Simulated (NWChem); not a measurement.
ethanethiol (C$_{2}$H$_{6}$S) in NWChem

```xyz
9

C     -1.4828     0.7695    -0.2516
C     -0.5455    -0.4169    -0.4453
S      1.0731    -0.2620     0.4140
H     -2.4515     0.5831    -0.7462
H     -1.0578     1.6896    -0.6849
H     -1.6694     0.9573     0.8169
H     -0.9823    -1.3347    -0.0205
H     -0.3658    -0.6174    -1.5131
H      1.5270     0.7979    -0.2957
```
Charge 0, spin multiplicity 1.

All runs are NWChem calculations. All single points use one geometry, from B3LYP/def2-SVP, a minimum by its harmonic frequencies. It is one conformer; others weren't searched.

The field's frequency is 0.0428 Ha (1065 nm). This basis has no diffuse functions, which lowers polarisabilities.

B3LYP has NWChem's definition, with VWN1-RPA local correlation. The Pople sets run with spherical d functions.

Task: Give the polarisability tensor in bohr³ at B3LYP/6-31G* (spherical d), VWN1-RPA local correlation, in the frame of the coordinates, and its isotropic mean.

Result: 
```
45.52   0.31   4.21
 0.31  34.91  -1.89
 4.21  -1.89  33.80
```
Mean (one third of the trace): 38.08 bohr³.
